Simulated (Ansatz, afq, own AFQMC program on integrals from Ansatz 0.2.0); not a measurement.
# HfH⁺, quintet: AFQMC among the cluster methods

| atom | x (Å) | y (Å) | z (Å) |
| --- | --- | --- | --- |
| Hf | 0.0000 | 0.0000 | 0.0000 |
| H | 0.0000 | 0.0000 | 1.8648 |

Basis def2-TZVPP with its core potentials. Only valence electrons are correlated. Ansatz 0.2.0 and our own AFQMC program on the same integrals; the CISD trial comes from CCSD amplitudes, and released means the phaseless constraint is let go. Error bars are statistical, one sigma. No spin–orbit coupling. The metal's outer-core s and p shells are frozen, which shifts wave-function levels against functionals.

Determinant: UHF, the one that the program's search chose, which needn't be the lowest solution. The geometry is a PBE0/def2-TZVP stationary point of this or a neighbouring charge and spin state.

Full CI on the same integrals is exact in this basis and with this determinant's frozen core.

Cautions: no spin-orbit coupling; outer-core shells of the metal frozen; lower spins were not checked; higher spins were not checked; raised T1 diagnostic (T1 0.042, weight of the determinant 0.96, largest double 0.06); the released energies have errors that jump between times, so the bars are unsure, so no released level is given (meV from the phaseless value at times in 1/Eh: 8 ± 14 at 0.60, -24 ± 21 at 1.20, -50 ± 50 at 2.00, -9 ± 6 at 3.00, 23 ± 24 at 4.20), though the last usable value meets full CI within the noise.

The T1 diagnostic is 0.0416 and the weight of the determinant in the CISD state is 0.961. The ⟨S²⟩ of the determinant is 6.005 and the size of the correlated space is 4 electrons in 66 orbitals.

```
  level  correlation energy (eV)
    MP2                  -0.4846
   CCSD                  -0.6553
CCSD(T)                  -0.6654
```

Q: Estimate where phaseless AFQMC with the Hartree–Fock trial lies against CCSD(T) on the same integrals.

A: 1.33 ± 0.18 kcal/mol above CCSD(T).

Reference: full CI, correlation energy -0.671 eV.

```json
{"level": "CCSD(T)", "E − E(reference) (kcal/mol)": "0.14", "share of correlation (%)": "99.10"}
{"level": "CCSDT", "E − E(reference) (kcal/mol)": "0.00", "share of correlation (%)": "99.98"}
{"level": "CCSDT(Q)", "E − E(reference) (kcal/mol)": "0.00", "share of correlation (%)": "99.99"}
{"level": "ph-AFQMC/HF", "E − E(reference) (kcal/mol)": "1.47 ± 0.18", "share of correlation (%)": "90.53"}
{"level": "ph-AFQMC/CISD", "E − E(reference) (kcal/mol)": "0.10 ± 0.03", "share of correlation (%)": "99.34"}
```

CCSDT and higher add their correlation energy to the determinant of the CCSD(T) run, since their own runs factorise the integrals more tightly (a shift of under 2 meV).
